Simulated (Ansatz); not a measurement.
# Al₂NH+ (quartet): from Hartree-Fock to the top rungs, cc-pVDZ

The task here is to estimate one member of a computed series from the others.

Computed with Ansatz 0.2.0, Gaussian basis. Level: cc-pVDZ, core rule «outside noble gas», up to 11 orbitals frozen.

Plan: UHF; CCSD(T) on ROHF; CCSD(T) on UHF; BCCD(T) on ROHF; CISD; CCSDT(Q) on ROHF; CCSDT(Q) on UHF.

31 further runs of the same task are left out: 13 that didn't finish, 18 set aside as unsound or not needed.

## What is computed

The geometry is a PBE0/def2-TZVP stationary point (not a proven minimum) of the parent state, kept for this charge and spin.

4 atoms, charge 1, spin multiplicity 4.

Atoms are counted from 1 here; the program's logs count them from 0.

Bond lengths: Al1–Al2 2.572 Å, Al2–N3 1.700 Å, N3–H4 1.014 Å. Angles: Al1–Al2–N3 162.7°, Al2–N3–H4 127.4°.

Set-up of the first run:

Contents of in.yaml:

```yaml
crystal:
  periodic: [false, false, false]
  atoms:
    - {symbol: Al, position_ang: [-0.000005, -0.119480, 2.946938]}
    - {symbol: Al, position_ang: [-0.000014, 0.077838, 0.382282]}
    - {symbol: N, position_ang: [-0.000007, -0.302525, -1.274166]}
    - {symbol: H, position_ang: [0.000027, 0.344168, -2.055055]}
basis:
  gaussian: {orbitals: cc-pVDZ}
total_charge: 1
magnetization: {spin_polarized: true, initial_magnetization: 3}
hamiltonian: {xc: hf}
output: {orbitals: {seedname: orbitals}}
```

On the command line:

```console
> ansatz run in.yaml --threads 1 --pin off --events-out ev --progress --plain --max-ram 2393MiB
```

Among the steps run: UHF; CCSD(T) on ROHF; CCSD(T) on UHF; BCCD(T) on ROHF; CISD; CCSDT(Q) on ROHF; CCSDT(Q) on UHF.

One table of the session follows, with a row left open; its other results are not shown here.

```
   method  from UCCSDT(Q) (kcal/mol)
     ROHF                    +153.29
      UHF                    +148.73
     RMP2                     +27.79
     UMP2                     +27.27
     CISD                     +19.03
    RCCSD                      +6.46
    UCCSD                      +6.26
 RCCSD(T)                      +1.74
 UCCSD(T)                          ?
  BCCD(T)                      +1.67
   RCCSDT                      +0.52
   UCCSDT                      +0.48
RCCSDT(Q)                      +0.06
UCCSDT(Q)                          0
```

Q: Estimate the row for UCCSD(T) from the others.

As computed: from UCCSDT(Q) (kcal/mol): +1.70. In the column «from UCCSDT(Q) (kcal/mol)» it lies between BCCD(T) (+1.67) and RCCSD(T) (+1.74).

Caveats from the session: Restricted and unrestricted rows rest on different reference determinants; where their highest levels disagree by more than a few hundredths of an eV, they describe different states and don't form one ladder.
